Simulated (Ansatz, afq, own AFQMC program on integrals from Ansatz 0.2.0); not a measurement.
Two steps: Ansatz 0.2.0 writes the Fock matrix and Cholesky factors of the valence space, and afq projects on them the lowest state that overlaps trial and start.

```yaml
crystal:
  periodic: [false, false, false]
  atoms:
    - {symbol: Al, position_ang: [-0.080977, 0.036685, -0.131007]}
    - {symbol: H, position_ang: [0.427612, 0.038340, 1.987533]}
    - {symbol: H, position_ang: [-0.338176, 0.027632, 1.958150]}
    - {symbol: H, position_ang: [0.712191, 1.419848, -0.187036]}
    - {symbol: H, position_ang: [1.366048, -2.467826, -0.251711]}
basis:
  gaussian: {orbitals: 6-31G}
magnetization: {spin_polarized: true, initial_magnetization: 1}
correlation: {method: ccsd_t, electrons: outside_noble_gas, hamiltonian_folder: ham}
```

```sh
$ ansatz run in.yaml --threads 1 --pin off --events-out ev --progress --plain --max-ram 16896MiB --backend cuda --devices 0, --max-vram 18GiB
```

afq runs on the folder ham with

```
--method free --trial cisd --walkers 20 --time-step 0.05 --max-blocks 120 --target-error 0.00128 --factor-cut 1e-05 --seed 6207 --times 0.0,0.2,0.4,0.8,1.2 --taylor-order 4
```

Times are imaginary, in 1/Eh. The walk had a cap of 60 s.

Output of the walk:

```
orbitals 16  electrons 4 3  factors 98 of 266
reference energy -244.03274644 Eh
CCSD correlation -0.07007235 Eh in 19 cycles, weight of the determinant in the CISD state 0.8431
repeat  energy at the last time / Eh  error
    10  -244.104195  0.000610
    20  -244.104042  0.000333
    30  -244.104079  0.000262
time / (1/Eh)  energy / Eh  error  mean overlap
  0.00  -244.102994  0.000305  1.1779
  0.20  -244.103141  0.000235  1.1861
  0.40  -244.103248  0.000246  1.1907
  0.80  -244.103816  0.000295  1.1931
  1.20  -244.104090  0.000254  1.1875
energy -244.104090 +/- 0.000254 Eh
```

The run passed its tests (error under three times the target), which doesn't prove that it has relaxed.

Against this walk (error 6.9 meV) on the same determinant: CCSD(T) 8.3 meV higher (within the noise), CCSDT(Q) 17.4 meV lower, CCSDTQ 18.4 meV lower, full CI 18.4 meV lower. The error is statistical, and a free projection of finite length keeps a remainder of its start. The determinant has ⟨S²⟩ = 1.09, so the low cluster orders mix in higher spin, and so can this walk. The projection is still falling at its last time (meV from the last point: 30 ± 8 at 0.00, 26 ± 6 at 0.20, 23 ± 7 at 0.40, 7 ± 8 at 0.80, 0 ± 7 at 1.20), so its energy is a cut-off value, and the gaps above aren't errors of the other methods. The determinant is a poor start (see the cautions), so the low cluster orders aren't to be relied on, and full CI is the sure value.

Cautions: remainder of the start not in the error; start is not spin pure; strong correlation (T1 0.055, weight of the determinant 0.84, largest double 0.17); unrestricted determinant spin contaminated (⟨S²⟩ 1.09 against 0.75); so few walkers bias the energy; the time-step error isn't removed.

The walk took 1.5 s on 1 × NVIDIA H100 80GB HBM3 with 2 threads of AMD EPYC 7R13 Processor (Zen 3), with other jobs on the host (the card was shared). The log's last line is the free-projection energy.

CCSDT and higher add their correlation energy to the determinant of the CCSD(T) run, since their own runs factorise the integrals more tightly (a shift of under 2 meV).
